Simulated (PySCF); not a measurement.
# J couplings in hydrazine

Bonds (- single, = double, # triple, : aromatic): N1-N2 1.403 Å. N1 carries H3, H4; N2 carries H5, H6.

Couplings: B3LYP/pcJ-1 in PySCF, geometry PBE0-D3(BJ)/def2-SVP; gas phase, one conformer, non-relativistic. Couplings are averaged over pairs made equivalent by symmetry, fast rotation or ring inversion, so a value needn't be that of the named pair in this geometry, while other rotamers aren't included; one pair stands for each set, and the list holds those of at least 1.5 Hz over up to four bonds.

Isotopes: ¹⁵N, ¹H.

| pair | bonds | J (Hz) |
| --- | --- | --- |
| N1, N2 | 1 | -7.3 |
| N1, H3 | 1 | -69.9 |
| N1, H5 | 2 | ? |
| H3, H4 | 2 | -3.6 |
| H3, H5 | 3 | ? |

Problem. Estimate the withheld couplings, with signs.

Solution. 
- ²J(N1,H5) = -3.1 Hz (mean over equivalent pairs that range from -7.4 to 1.3 Hz in this conformer)
- ³J(H3,H5) = 5.0 Hz (mean over equivalent pairs that range from -1.5 to 14.6 Hz in this conformer)
